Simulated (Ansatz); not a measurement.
**SiH₂F₂ (singlet): correlated methods under varied settings at a displaced geometry (v1)**

Aim: run SiH₂F₂ (singlet) at one geometry under a spread of methods and options, and see what each costs and gives.

Method: the settings change from run to run; program: Ansatz 0.2.0, Gaussian basis.

12 further runs of the same task are left out: 6 that didn't finish, 6 set aside as unsound or not needed.

### Step 1. The geometry

The geometry is a PBE0/def2-TZVP stationary point (not a proven minimum) with its atoms shifted at random (size 0.040 Å).

5 atoms, charge 0, spin multiplicity 1.

Atoms are counted from 1 here; the program's logs count them from 0.

Bond lengths: Si1–F2 1.585 Å, Si1–F3 1.570 Å, Si1–H4 1.439 Å, Si1–H5 1.561 Å. Angles: F2–Si1–F3 106.3°, F2–Si1–H4 108.3°, F2–Si1–H5 104.8°, F3–Si1–H4 109.9°, F3–Si1–H5 112.4°, H4–Si1–H5 114.6°.

### Step 2. HF/cc-pVDZ

Input file in.yaml:

```yaml
crystal:
  periodic: [false, false, false]
  atoms:
    - {symbol: Si, position_ang: [-0.010642, -0.503751, 0.019583]}
    - {symbol: F, position_ang: [-0.011475, 0.412260, -1.274403]}
    - {symbol: F, position_ang: [0.036489, 0.471570, 1.248650]}
    - {symbol: H, position_ang: [1.174867, -1.319302, -0.004381]}
    - {symbol: H, position_ang: [-1.349827, -1.303123, -0.055870]}
basis:
  gaussian: {orbitals: cc-pVDZ}
magnetization: {spin_polarized: true, initial_magnetization: 0}
hamiltonian: {xc: hf}
output: {forces: true, orbitals: {seedname: orbitals}}
```

On the command line:

```sh
ansatz run in.yaml --threads 1 --pin off --events-out ev --progress --plain --max-ram 2393MiB
```

What it wrote:

```text
Functional definition: HF
  name "HF"
  cite "Fock, Z. Phys. 61, 126 (1930) doi:10.1007/BF01340294"
  parent pbe
  exchange = exact_x
  correlation = 0
527 factors; integrals over basis functions are off by at most 9.6e-4 eV
mean field evaluation 1: about -13306.6643 eV, gradient 2.2e1 eV
mean field evaluation 2: about -13306.7112 eV, gradient 2.2e1 eV
mean field evaluation 4: about -13308.6027 eV, gradient 1.1e0 eV
mean field evaluation 8: about -13308.6173 eV, gradient 1.2e-3 eV
mean field -13308.61729080 eV, -489.0826645321 hartree, gradient 1.4e-5 eV, S^2 0.000000; 0 other end points of the search recorded, 0 dependent functions left out
the calculation of the forces begins
reference -13308.61729080 eV, -489.0826645321 hartree; 17, 17 occupied and 39, 39 virtual orbitals, 527 factors
Total energy: -13308.61729080 eV, -489.0826645321 hartree
Atom 0 at    -0.010642    -0.503751     0.019583 Å, force    -1.923948    -2.378523    -0.977428 eV/Å
Atom 1 at    -0.011475     0.412260    -1.274403 Å, force     0.097426     0.897299    -1.238664 eV/Å
Atom 2 at     0.036489     0.471570     1.248650 Å, force    -0.034854     1.095413     1.715405 eV/Å
Atom 3 at     1.174867    -1.319302    -0.004381 Å, force     0.517072    -0.386287     0.121165 eV/Å
Atom 4 at    -1.349827    -1.303123    -0.055870 Å, force     1.344305     0.772099     0.379523 eV/Å
Dipole moment:     0.027246    -0.390914     0.060950 e Å
```

Run time: 0.6 s. Hardware: 1 thread of Arm Neoverse V1, shared host.

From the report: ⟨S²⟩ of the determinant 0.000 (pure singlet: 0.00).

### Step 3. MP2 on RHF/6-31G

in.yaml: that of step 2 with these lines changed.

```diff
@@ -9,5 +9,5 @@
 basis:
-  gaussian: {orbitals: cc-pVDZ}
-magnetization: {spin_polarized: true, initial_magnetization: 0}
-hamiltonian: {xc: hf}
-output: {forces: true, orbitals: {seedname: orbitals}}
+  gaussian: {orbitals: 6-31G}
+magnetization: {spin_polarized: false}
+correlation: {method: mp2, electrons: outside_noble_gas}
+scf: {lower_state_search: light}
```

The command is unchanged.

What it wrote:

```text
Functional definition: HF
  name "HF"
  cite "Fock, Z. Phys. 61, 126 (1930) doi:10.1007/BF01340294"
  parent pbe
  exchange = exact_x
  correlation = 0
354 factors; integrals over basis functions are off by at most 1.6e-4 eV
mean field evaluation 1: about -13302.9081 eV, gradient 3.1e1 eV
mean field evaluation 2: about -13302.9133 eV, gradient 3.1e1 eV
mean field evaluation 4: about -13304.7680 eV, gradient 1.3e0 eV
mean field evaluation 8: about -13304.7765 eV, gradient 2.5e-3 eV
mean field -13304.77651482 eV, -488.9415186184 hartree, gradient 2.6e-6 eV, S^2 0.000000; 0 other end points of the search recorded, 0 dependent functions left out
7 core orbitals not correlated: weight in the atoms' cores, before any rotation towards them, 1.000 or more for the frozen orbitals, at most 0.000 for the correlated occupied ones
reference -13304.77651482 eV, -488.9415186184 hartree; 10, 10 occupied and 18, 18 virtual orbitals, 354 factors
second order -8.12265647 eV of doubles, -0.00000000 eV of singles
Total energy: -13312.89917130 eV, -489.2400207380 hartree
```

It took 0.21 s on 1 thread of Arm Neoverse V1, shared host.

### Step 4. MP2 on UHF/def2-SVP

in.yaml: that of step 3 with these lines changed.

```diff
@@ -9,5 +9,5 @@
 basis:
-  gaussian: {orbitals: 6-31G}
-magnetization: {spin_polarized: false}
+  gaussian: {orbitals: def2-SVP}
+magnetization: {spin_polarized: true, initial_magnetization: 0}
 correlation: {method: mp2, electrons: outside_noble_gas}
-scf: {lower_state_search: light}
+output: {forces: true}
```

The command is unchanged.

What it wrote, cut to the lines that bear on the results:

```text
Functional definition: HF
  name "HF"
  cite "Fock, Z. Phys. 61, 126 (1930) doi:10.1007/BF01340294"
  parent pbe
[...]
525 factors; integrals over basis functions are off by at most 1.2e-3 eV
[...]
mean field -13301.82409422 eV, -488.8330191626 hartree, gradient 9.5e-7 eV, S^2 0.000000; 0 other end points of the search recorded, 0 dependent functions left out
7 core orbitals not correlated: weight in the atoms' cores, before any rotation towards them, 1.000 or more for the frozen orbitals, at most 0.000 for the correlated occupied ones
reference -13301.82409422 eV, -488.8330191626 hartree; 10, 10 occupied and 39, 39 virtual orbitals, 525 factors
second order -12.75153371 eV of doubles, -0.00000000 eV of singles
[...]
Total energy: -13314.57562794 eV, -489.3016293831 hartree
Atom 0 at    -0.010642    -0.503751     0.019583 Å, force    -1.855101    -1.952430    -0.984053 eV/Å
Atom 1 at    -0.011475     0.412260    -1.274403 Å, force     0.083632     0.727631    -1.136062 eV/Å
Atom 2 at     0.036489     0.471570     1.248650 Å, force    -0.041049     0.924783     1.627434 eV/Å
Atom 3 at     1.174867    -1.319302    -0.004381 Å, force     0.451582    -0.420175     0.122773 eV/Å
Atom 4 at    -1.349827    -1.303123    -0.055870 Å, force     1.360936     0.720191     0.369908 eV/Å
Dipole moment:     0.030328    -0.305956     0.060664 e Å
```

Run time: 1.1 s. Hardware: 1 thread of Arm Neoverse V1, shared host.

From the report: ⟨S²⟩ of the determinant 0.000 (pure singlet: 0.00).

### Step 5. HF/cc-pVDZ

in.yaml: that of step 4 with these lines changed.

```diff
@@ -9,5 +9,6 @@
 basis:
-  gaussian: {orbitals: def2-SVP}
-magnetization: {spin_polarized: true, initial_magnetization: 0}
-correlation: {method: mp2, electrons: outside_noble_gas}
-output: {forces: true}
+  gaussian: {orbitals: cc-pVDZ}
+magnetization: {spin_polarized: false}
+hamiltonian: {xc: hf}
+scf: {lower_state_search: off}
+output: {orbitals: {seedname: orbitals}}
```

Launched as before.

What it wrote:

```text
Functional definition: HF
  name "HF"
  cite "Fock, Z. Phys. 61, 126 (1930) doi:10.1007/BF01340294"
  parent pbe
  exchange = exact_x
  correlation = 0
these checks for a lower state are left out or cut short: stability, starts, cluster_reference, orbital_swaps, neighbouring_geometries, increment
527 factors; integrals over basis functions are off by at most 9.6e-4 eV
mean field evaluation 1: about -13306.6643 eV, gradient 3.2e1 eV
mean field evaluation 2: about -13306.7112 eV, gradient 3.2e1 eV
mean field evaluation 4: about -13308.6027 eV, gradient 1.6e0 eV
mean field evaluation 8: about -13308.6173 eV, gradient 4.5e-2 eV
mean field -13308.61729080 eV, -489.0826645321 hartree, gradient 8.3e-7 eV, S^2 0.000000; 0 other end points of the search recorded, 0 dependent functions left out
reference -13308.61729080 eV, -489.0826645321 hartree; 17, 17 occupied and 39, 39 virtual orbitals, 527 factors
Total energy: -13308.61729080 eV, -489.0826645321 hartree
Checks for a lower state left out: stability, starts, cluster_reference, orbital_swaps, neighbouring_geometries, increment
```

Run time: 0.33 s. Hardware: 1 thread of Arm Neoverse V1, shared host.

### Step 6. CCSD on RHF/cc-pVDZ

in.yaml: that of step 5 with these lines changed.

```diff
@@ -9,6 +9,6 @@
 basis:
-  gaussian: {orbitals: cc-pVDZ}
+  gaussian: {orbitals: cc-pVDZ, point_charges: [{charge: -1.00, position_ang: [4.263, 0.127, 0.076]}]}
 magnetization: {spin_polarized: false}
-hamiltonian: {xc: hf}
-scf: {lower_state_search: off}
-output: {orbitals: {seedname: orbitals}}
+hamiltonian: {pseudopotentials: {relativity: scalar}}
+correlation: {method: ccsd, electrons: all}
+accuracy: high
```

Same command.

What it wrote, cut to the lines that bear on the results:

```text
Functional definition: HF
  name "HF"
  cite "Fock, Z. Phys. 61, 126 (1930) doi:10.1007/BF01340294"
  parent pbe
[...]
1193 factors; integrals over basis functions are off by at most 3.6e-9 eV
[...]
mean field -13327.92485815 eV, -489.7922045451 hartree, gradient 7.9e-8 eV, S^2 0.000000; 0 other end points of the search recorded, 0 dependent functions left out
reference -13327.92485815 eV, -489.7922045451 hartree; 17, 17 occupied and 39, 39 virtual orbitals, 1193 factors
second order -13.17346864 eV of doubles, -0.00000000 eV of singles
cycle   1  -13.28874739 eV  change   -1.2e-1 eV  update   8.0e-2
[...]
cycle  18  -13.65046826 eV  change    2.7e-9 eV  update   1.8e-9
Total energy: -13341.57532641 eV, -490.2938500012 hartree
Relativity: scalar
```

Wall time 6.5 s (1 thread of Arm Neoverse V1, shared host).

From the report: correlation -13.6505 eV; T1 0.009; largest double amplitude 0.04.

### Step 7. The runs in one table

Where basis and cores are those of an earlier RCCSDT(Q)/cc-pVDZ run (-13322.2030 eV), and the state is the same kind, the miss against it is given.

| level | correlated | functions | energy (eV) | from RCCSDT(Q) (meV) | time |
| --- | --- | --- | --- | --- | --- |
| HF/cc-pVDZ |  | 56 | -13308.6173 | 13585.7 | 0.6 s |
| MP2 on RHF/6-31G | outside noble gas | 35 | -13312.8992 |  | 0.21 s |
| MP2 on UHF/def2-SVP | outside noble gas | 56 | -13314.5756 |  | 1.1 s |
| HF/cc-pVDZ |  | 56 | -13308.6173 | 13585.7 | 0.33 s |
| CCSD on RHF/cc-pVDZ (beside a point charge, relativity set) | all | 56 | -13341.5753 |  | 6.5 s |

### Step 8. Results

```
quantity                                                               value
    runs                                                                   5
quickest                                            MP2 on RHF/6-31G, 0.21 s
 slowest  CCSD on RHF/cc-pVDZ (beside a point charge, relativity set), 6.5 s
```

**Reading.** Total energies in different bases, with other cores or another treatment of relativity can't be set against each other. CCSD on RHF/cc-pVDZ (beside a point charge, relativity set) took 31 times as long as MP2 on RHF/6-31G; the jobs differ in more than the method. Hartree-Fock, CASSCF and CASCI lack dynamic correlation by design.
